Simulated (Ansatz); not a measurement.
Ideal-gas functions of CH3+, SMILES `[CH3+]` at 600 K and 1 bar, from an Ansatz frequency run at PBE0-D4/def2-TZVP.

Molar mass 15.03 g/mol, point group D3h (symmetry number 6), electronic degeneracy 1, moments of inertia 1.807, 1.807, 3.614 u Å². Harmonic wavenumbers (cm⁻¹, unscaled): 1404, 1404, 1417, 3033, 3231, 3231.

Use S(trans) = R[1.5 ln M + 2.5 ln T − 1.1517]; rotational temperatures θ = 24.2544 K / I; S(rot) = R[ln(√π/σ · √(T³/θAθBθC)) + 1.5]; for each mode x = 1.438777 ν̃/T, S = R[x/(eˣ − 1) − ln(1 − e⁻ˣ)] and H = RT x/(eˣ − 1); 1 cm⁻¹ = 0.0119627 kJ/mol; R = 8.31446 J/(mol·K).

Question: By hand: the entropy, in J/(mol·K).

Answer: Translation 157.2. Rotation: θ = 13.4225, 13.4225, 6.7112 K, giving 52.6. Vibration, mode by mode: 1.29, 1.29, 1.26, 0.05, 0.03, 0.03, in all 4.0. Electronic 0.0. Sum 213.8 J/(mol·K).

Question: By hand: H − E and G − E in kJ/mol, counted from the electronic energy.

Answer: Zero-point energy ½ × 13720 × 0.0119627 = 82.1; thermal vibration 1.8; translation, rotation and pV give 4 RT = 20.0. H − E = 103.9 kJ/mol, and G − E = 103.9 − 600 × 213.8/1000 = -24.4 kJ/mol.

Vibration gives 2 % of the entropy; all modes have x over 3 and are hardly excited.
